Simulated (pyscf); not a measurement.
HO–AsH₂ + H₂O → HO–AsH₂ + H₂O (four-centre exchange; singlet surface; As–H, H–O broken, As–H, H–O formed). Single points on ωB97X-D3(BJ)/def2-SVP structures (PySCF, gas phase). MP2 and CC: frozen core, UHF for open shells. ΔMP2 is the change of the MP2 total energy from the triple- to the quadruple-zeta basis. Energies in kJ/mol from the separated reactants.

```csv
level,barrier,reaction energy
ωB97X-D3(BJ)/def2-TZVP,252.6,0.0
PBE/def2-TZVP,204.6,0.0
B3LYP-D3(BJ)/def2-TZVP,234.4,0.0
PBE0-D3(BJ)/def2-TZVP,225.7,0.0
ωB97M-D3(BJ)/def2-TZVP,242.6,0.0
CCSD(T)/def2-TZVPP,256.0,0.0
CCSD(T)/def2-TZVPP + ΔMP2(QZVPP),252.7,0.0
```

The same reactants have a lower exit, to HO–AsH–OH + H₂ (barrier +205.4 kJ/mol at ωB97M-D3(BJ)/def2-TZVP, against +242.6 kJ/mol here). Another saddle between the same species, by other bonds, lies lower (128.0 kJ/mol against 242.6 kJ/mol at ωB97M-D3(BJ)/def2-TZVP). The CCSD(T) − MP2 part came from Ansatz, without density fitting, on the same reference. The frozen core leaves the outer d or s,p core shells of the metals and heavy elements correlated in the MP2 and CC values, and def2-TZVPP describes them poorly, which can shift differences by a few kcal/mol. Elements up to Kr have no core potential and no relativistic terms here.
